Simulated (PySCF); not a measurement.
Ionisation energies (eV) were calculated with PySCF 2.14 by PBE0, UHF, LDA, in another order, as differences of total energies without spin-orbit coupling. The measured values are between term centres (NIST).

```
                            species  measured       A       B       C
  P (cc-pV(T+d)Z, non-relativistic)    10.526  10.581   9.912  10.531
 Ar (cc-pV(T+d)Z, non-relativistic)    15.819  15.995  14.571  15.720
     Ti (cc-pVTZ-DK, spin-free X2C)     6.828   6.929   5.557   6.570
     Cu (cc-pVTZ-DK, spin-free X2C)     7.726   8.560   6.574   7.931
 As (cc-pVTZ-PP with ECP10MDF, ECP)    10.008   9.989   9.424   9.918
     Kr (cc-pVTZ-DK, spin-free X2C)    14.222  14.334  13.051  14.073
   Yb⁺ (cc-pVTZ-X2C, spin-free X2C)    12.179  12.608  11.273  12.152
Pb⁺ (cc-pVTZ-PP with ECP60MDF, ECP)    13.869  13.904  13.185  13.721
```

Which column is which method?

A is LDA (mean error 0.22 eV); B is UHF (mean error -0.95 eV); C is PBE0 (mean error -0.07 eV). LDA overbinds the outer electron and comes out highest. Hartree-Fock lacks the correlation of the electron removed and comes out lowest. PBE0, with a quarter of exact exchange, lies close to experiment on average.
